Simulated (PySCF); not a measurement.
## Relaxation of triplet Mg₂O

Computed with PySCF, UPBE0, basis O def2-TZVP, Mg def2-TZVP (no relativity, density fitting). A (50,194) grid was used.

A hand-made bent start, of C2v symmetry, held to at least that symmetry:

Coordinates in bohr (charge 0 multiplicity 3):
```
O     0.0000    0.0000   -1.6420
Mg    3.1269    0.0000    0.5475
Mg   -3.1269    0.0000    0.5475
```

Problem. What forces act on the atoms at the start (eV/Å)?

Solution. 
```tsv
atom	Fx	Fy	Fz
O1	0.00	0.00	2.59
Mg2	-1.59	0.00	-1.30
Mg3	1.59	0.00	-1.30
```

Problem. What does it relax to?

Solution. It ends at D∞h with O–Mg 1.798 Å (×2); Mg–O–Mg 180.0°. A frequency run shows a minimum. Other isomers or separated fragments may lie lower.

Problem. How much energy is released, and in how many steps?

Solution. 72.6 kJ/mol in 12 steps.
